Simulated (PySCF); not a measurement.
Species: H₅OPSi.
Atom-mapped SMILES: `[OH:1][SiH2:2][PH2:3]` (hydrogens: H4 on O1; H5, H6 on Si2; H7, H8 on P3)

Structure used (PBE0-D3(BJ)/def2-SVP), in Å, numbered top down from 1:
```
atom  x, y, z in Å
O1    -1.4446    1.1915   -0.2079
Si2   -0.5940   -0.1758    0.2186
P3     1.6328    0.1375   -0.0702
H4    -1.1750    2.0112    0.2170
H5    -0.7639   -0.5226    1.6663
H6    -1.1541   -1.2691   -0.6212
H7     1.6212   -0.2002   -1.4579
H8     1.9330   -1.1934    0.3579
```

Method: EOM-IP-CCSD/aug-cc-pVDZ in PySCF, restricted Hartree–Fock reference, 11 core orbitals frozen, non-relativistic, gas phase, PBE0-D3(BJ)/def2-SVP geometry.

Hartree–Fock orbital energies give these Koopmans values (eV): HOMO 10.07, HOMO-1 11.82, HOMO-2 12.99, HOMO-3 14.22, HOMO-4 14.89, HOMO-5 15.31, HOMO-6 17.31, HOMO-7 20.34.

Problem. What vertical ionisation energies does EOM-IP-CCSD give?

Solution. 
```
leading hole (HF orbital)  Koopmans (eV)  EOM-IP-CCSD (eV)  change (eV)  one-hole share
                     HOMO          10.07              9.71        -0.36            0.95
                   HOMO-1          11.82             11.00        -0.82            0.95
                   HOMO-2          12.99             12.04        -0.95            0.94
                   HOMO-3          14.22             13.00        -1.22            0.94
                   HOMO-4          14.89             13.63        -1.26            0.94
                   HOMO-5          15.31             13.83        -1.48            0.94
                   HOMO-6          17.31             15.84        -1.47            0.91
                   HOMO-7          20.34             18.55        -1.79            0.86
```

Problem. Does the order of the lines follow the orbital energies?

Solution. Yes, no two lines change places. The corrections run from -1.79 to -0.36 eV, with a mean of -1.17 eV over the 8 lines; no line lies above its Koopmans value. Koopmans values leave out both the relaxation of the orbitals and the change in correlation energy.

Problem. At what kinetic energies would He I light (21.22 eV) eject these electrons?

Solution. 11.51 eV (HOMO), 10.22 eV (HOMO-1), 9.18 eV (HOMO-2), 8.22 eV (HOMO-3), 7.59 eV (HOMO-4), 7.39 eV (HOMO-5), 5.38 eV (HOMO-6), 2.67 eV (HOMO-7).

Problem. What total energy has the lowest final state, and which wavelength reaches it?

Solution. E(CCSD) + ionisation energy = -707.98403 + 0.35696 = -707.62707 Eh, at the geometry of the initial state. The threshold wavelength is 1239.84 eV nm/9.71 eV = 127.7 nm.

One root was sought for each valence orbital with −ε under 21 eV, eight at most, so deeper holes and satellites are missing; no vibrational structure.

Hardware: an Intel Xeon Platinum 8488C with one thread, shared host with 192 logical CPUs at a one-minute load of 14. Cost: 4.8 min, 1.7 GiB resident at most.

One conformer stands for the species.
